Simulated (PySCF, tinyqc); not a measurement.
Worked calculation: harmonic frequencies on the RHF/sto-6g surface (energies and gradients from PySCF), for BH, spin multiplicity 1. The lowest restricted solution is unstable here: a spin-polarised one lies 0.0128 hartree lower (PySCF). One step of it, computed by the program tinyqc.

Problem. Normal modes. Diagonalise H_ij / sqrt(m_i m_j); the 5 smallest eigenvalues belong to translations and rotations; wavenumber = sqrt(eigenvalue / 1822.888) x 219474.63; each mode has its largest component positive (the first on a tie); zero-point energy = sum of wavenumbers / 2, with 349.755 1/cm per kcal/mol.

Hessian (symmetrised) (hartree/bohr^2), lower triangle:
```
             1Bx          1By          1Bz         2Hx         2Hy         2Hz
1Bx   0.00000956
1By   0.00000000   0.00000956
1Bz   0.00000000   0.00000000   0.30365279
2Hx  -0.00000956   0.00000000   0.00000000  0.00000956
2Hy   0.00000000  -0.00000956   0.00000000  0.00000000  0.00000956
2Hz   0.00000000   0.00000000  -0.30365279  0.00000000  0.00000000  0.30365279
```

masses (u): 1B 11.009305, 2H 1.007825

Give: eigenvalues of the mass-weighted Hessian; harmonic wavenumbers of the vibrations; mass-weighted modes; zero-point energy.

Solution.

eigenvalues of the mass-weighted Hessian (hartree/(bohr^2 u)): 0.0000  0.0000  0.0000  0.0000  0.0000  0.3289

harmonic wavenumbers of the vibrations (1/cm): 2948.0

mass-weighted modes:
```
      mode 1
1Bx   0.0000
1By   0.0000
1Bz  -0.2896
2Hx   0.0000
2Hy   0.0000
2Hz   0.9571
```

zero-point energy = 4.2143 kcal/mol
